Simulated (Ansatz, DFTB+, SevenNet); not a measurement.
# Ladder of methods for the elastic constant C11 of fcc Cu

Reference value: 176 GPa (measured, 0 K, extrapolated to 0 K; zero-point effects included; as tabulated in Malica and Corso (2021), arXiv:2109.00459).

```tsv
level (code)	value (GPa)	cell (Å³/atom)	difference (%)
GFN1-xTB as cut by DFTB+	87.4	13.63	-50
SevenNet-l3i5	182	11.79	+3.4
LDA (Ansatz)	235	10.89	+34
PBE (Ansatz)	178	11.95	+1.1
PBEsol (Ansatz)	211	11.31	+19.9
revPBE (Ansatz)	163	12.26	-7.4
RPBE (Ansatz)	157	12.38	-10.8
PBE-D3(BJ) (Ansatz)	211	11.31	+19.9
r²SCAN (Ansatz)	202	11.44	+14.8
r²SCAN+rVV10 (Ansatz)	212	11.29	+20
HSE06 (Ansatz)	160	11.98	-9.1
```

Once the reference is moved by up to 3.3 % (a margin picked here for doubts on the reference and the settings, and for temperature and zero-point motion) and values within 1.7 % count as equal, the nearest can be PBE (+1.1 %), SevenNet-l3i5 (+3.4 %) or revPBE (-7.4 %). Farthest off among them: GFN1-xTB as cut by DFTB+ (-50 %).

The reference isn't brought to a static lattice, while the calculations are for one, so the differences are not the levels' errors alone.  GFN1-xTB as cut by DFTB+: the method was fitted mainly to molecules. GFN1-xTB as cut by DFTB+: codes differ in how they cut the long-range tail of xTB's charge interaction in a crystal, so the value belongs to this code. PBE-D3(BJ): the dispersion coefficients are held fixed in the derivatives. HSE06: hybrids on metals are sensitive to the k mesh. HSE06: the run warned that the count of filled bands differs between k points. Each level is taken at its own relaxed cell. Cutoffs and k meshes differ between the levels. Ansatz's density-functional and Hartree–Fock values are scalar-relativistic unless marked +SOC, with PAW data made under PBE.

Machine-learned potentials (SevenNet-l3i5) are trained on DFT data: a solid inside that data is no test of them.

Differences are worked out from the printed values.

Ansatz is an electronic-structure program.
